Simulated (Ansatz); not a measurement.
Relaxation of AlH3OS (6 atoms, charge 0, multiplicity 1), to a largest force component of 0.015 eV/Å in at most 40 steps.

Level of theory: RKS PBE0-D4/def2-SVP in Ansatz 0.2.0.

```xyz
6
Properties=species:S:1:pos:R:3
O -1.183 -0.990 -0.824
Al 0.102 0.224 -0.384
S 0.613 0.543 1.783
H -1.979 -0.382 -0.842
H 0.890 1.018 -1.541
H -0.346 1.581 1.915
```

Q: Where does it end, and by what steps?

A: The forces met the threshold. The force dipped under the threshold on the way, but the program's further checks kept it going. After 17 steps the energy has fallen by 0.746 eV; H6 moved furthest, 1.27 Å.

```tsv
step	energy less start (eV)	largest force component (eV/Å)	accepted
0	0.0000	2.791	yes
1	-0.2089	1.723	yes
2	-0.3131	0.756	yes
3	-0.3703	0.421	yes
4	-0.3428	2.540	no
5	-0.4079	0.296	yes
6	-0.4442	0.454	yes
7	-0.4620	1.440	yes
8	-0.5625	0.385	yes
9	-0.5862	0.342	yes
10	-0.6368	0.347	yes
11	-0.6995	0.236	yes
12	-0.7403	0.083	yes
13	-0.7409	0.120	yes
14	-0.7029	0.966	no
15	-0.7455	0.008	yes
16	-0.7455	0.037	yes
17	-0.7456	0.001	yes
```

```xyz
6
Properties=species:S:1:pos:R:3
O -1.378 -0.828 -0.646
Al -0.282 0.388 -0.201
S 0.033 0.595 1.945
H -1.655 -1.081 -1.526
H 0.466 1.312 -1.244
H 0.914 1.608 1.781
```

Whether the end is a true minimum wasn't checked by a vibrational analysis.

Time of the run: 58 s on 1 thread of Intel(R) Xeon(R) Processor @ 2.70GHz (shared host), peak memory 0.14 GiB.
